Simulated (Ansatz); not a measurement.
`C/N=C(/N)Cl` → `[CH2]` (triplet) + `N=C(N)Cl` at 600 K and 1 bar (formal loss of a carbene).

Calculated with Ansatz (gas phase, PBE0-D4/def2-TZVP geometries, no zero-point term in ΔE). CCSD(T)/CBS is the MP2 limit (def2-TZVPP, def2-QZVPP) plus CCSD(T) − MP2 in def2-TZVPP, frozen cores. This one scheme is used for every species. Triplets are unrestricted, without spin–orbit coupling. One conformer a species, not always the lowest.

```
          species  CCSD(T)/CBS energy (Eh)  H − E (kJ/mol)  S (J/(mol·K))
    `C/N=C(/N)Cl`               -648.28328           256.5          405.8
`[CH2]` (triplet)                -39.09499            66.5          220.8
       `N=C(N)Cl`               -609.03191           170.3          348.9
```

H − E and S are ideal-gas, rigid-rotor, harmonic terms from PBE0-D4/def2-TZVP, for one conformer and one mirror image of each species, with the whole ground term of open shells counted as degenerate. 1 Eh = 2625.50 kJ/mol, R = 8.31446 J/(mol·K).

**Question.** By hand: ΔE, ΔH, ΔS and ΔG.

**Answer.** ΔE = (-39.09499) + (-609.03191) − (-648.28328) = 0.15638 Eh = 410.6 kJ/mol. Δ(H − E) = 66.5 + 170.3 − 256.5 = -19.7, so ΔH = 390.9 kJ/mol. ΔS = 220.8 + 348.9 − 405.8 = 163.9 J/(mol·K). ΔG = 390.9 − 600 × (163.9)/1000 = 292.6 kJ/mol.

**Question.** By hand: the equilibrium constant, and the temperature at which ΔG would vanish if ΔH and ΔS stayed fixed.

**Answer.** log₁₀ K = −ΔG/(RT ln 10) = -25.5. ΔG = 0 at ΔH/ΔS = 2385 K.

The number of gas molecules changes by +1, which sets the sign of ΔS. A doubt of 5 kJ/mol in ΔE shifts log₁₀ K by 0.4 here. Other conformers and mirror images would add mixing entropy, several J/(mol·K) or more a flexible species. A triplet takes part, so the spin changes. These are equilibria of isolated gas molecules and say nothing of rates. Largest T1 diagnostic: 0.013 (customary marks: 0.02 for closed shells, 0.045 for open ones).
